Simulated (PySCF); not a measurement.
# AlH4−: magnetic properties

One table from this session's results is given with a row withheld; the runs are named, their logs left out.

Computed with PySCF 2.14.0 and routines of our own; the level stands in each step. Atoms count from 0.

## The system as given

5 atoms, charge -1, multiplicity 1; geometry from: GFN2-xTB.

The first run:

The job: settings as JSON, then the geometry in Å.

```
{"job": {"xc": "PBE0", "basis": "def2-SVP", "d3": "d3bj", "grid": 1, "kind": "geom"}, "charge": -1, "multiplicity": 1}
Al     0.002096     0.000894    -0.004074
H      0.622801     1.174165    -0.948204
H     -1.075896     0.647894     1.029345
H      1.198639    -0.709576     0.840201
H     -0.739019    -1.110524    -0.934454
```

Started as:

```bash
$ OMP_NUM_THREADS=1 python excited_run.py task.json out
```

The driver reads the jobs from task.json and runs them one after another.

Among the steps run: Optimising the geometry at PBE0-D3(BJ)/def2-SVP; Magnetic properties: GIAO revPBE/aug-pcSseg-2; Magnetic properties: GIAO PW91/aug-pcSseg-2; Magnetic properties: GIAO B3LYP/aug-pcSseg-2; Magnetic properties: GIAO X3LYP/aug-pcSseg-2; Magnetic properties: GIAO PBE0/aug-pcSseg-2; Magnetic properties: GIAO mPW1PW91/aug-pcSseg-2; Magnetic properties: GIAO B97-2/aug-pcSseg-2; Magnetic properties: GIAO BHandHLYP/aug-pcSseg-2; Magnetic properties: GIAO HSE06/aug-pcSseg-2; Magnetic properties: GIAO CAM-B3LYP/aug-pcSseg-2; Magnetic properties: GIAO wB97X/aug-pcSseg-2; Magnetic properties: GIAO wB97X-D/aug-pcSseg-2.

One table of the session follows, with a row left open; its other results are not shown here.

```
                      level  gap (eV)
   GIAO revPBE/aug-pcSseg-2      3.72
     GIAO PW91/aug-pcSseg-2      3.93
    GIAO B3LYP/aug-pcSseg-2         ?
    GIAO X3LYP/aug-pcSseg-2      4.91
     GIAO PBE0/aug-pcSseg-2      5.10
 GIAO mPW1PW91/aug-pcSseg-2      5.14
    GIAO B97-2/aug-pcSseg-2      4.89
GIAO BHandHLYP/aug-pcSseg-2      6.28
    GIAO HSE06/aug-pcSseg-2      4.64
GIAO CAM-B3LYP/aug-pcSseg-2      6.55
    GIAO wB97X/aug-pcSseg-2      7.85
  GIAO wB97X-D/aug-pcSseg-2      7.28
```

Q: Estimate the row for GIAO B3LYP/aug-pcSseg-2 from the others.

**Answer.** gap (eV): 4.83. In the column «gap (eV)» it lies between GIAO HSE06/aug-pcSseg-2 (4.64) and GIAO B97-2/aug-pcSseg-2 (4.89).

Caveats from the session: For an ion, the motion of the centre of mass in the field is left out. Vibrational averaging and real surroundings are missing from these values.
